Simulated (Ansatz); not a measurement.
Basis sets compared for BMe2H (C₂H₇B). Charge 0, multiplicity 1. Geometry PBE-D4/def2-TZVP. Ansatz on 4 threads of AMD EPYC 7R43 on a shared host; times are rough, and most runs start from earlier orbitals.

Cartesian coordinates in Å:
```
B 0.369 -0.045 0.430
C -0.525 1.233 0.361
H -1.325 1.076 1.113
H -1.027 1.405 -0.602
H -0.014 2.152 0.687
C 0.307 -1.202 -0.618
H 1.210 -1.084 -1.251
H -0.560 -1.182 -1.293
H 0.411 -2.205 -0.174
H 1.153 -0.148 1.347
```

Binding counts from free atoms (B doublet, C triplet, H doublet) in the same basis, without a counterpoise term.

```json
{"level": "PBE-D4/def2-SVP", "functions": "77", "energy (Eh)": "-105.0263", "HOMO (eV)": "-7.12", "LUMO (eV)": "-1.52", "binding per atom (eV)": "3.95", "wall time": "0.65 s"}
{"level": "PBE0-D4/def2-SVP", "functions": "77", "energy (Eh)": "-105.0575", "HOMO (eV)": "-8.57", "LUMO (eV)": "-0.51", "binding per atom (eV)": "3.93", "wall time": "0.65 s"}
```

Question: Estimate the rows for PBE-D4/def2-TZVP, PBE0-D4/def2-TZVP (with forces).

Answer: 
```csv
level,functions,energy (Eh),HOMO (eV),LUMO (eV),binding per atom (eV),wall time
PBE-D4/def2-TZVP,135,-105.1429,-7.24,-1.64,3.93,0.9 s
PBE0-D4/def2-TZVP (with forces),135,-105.1697,-8.64,-0.60,3.90,1.5 s
```
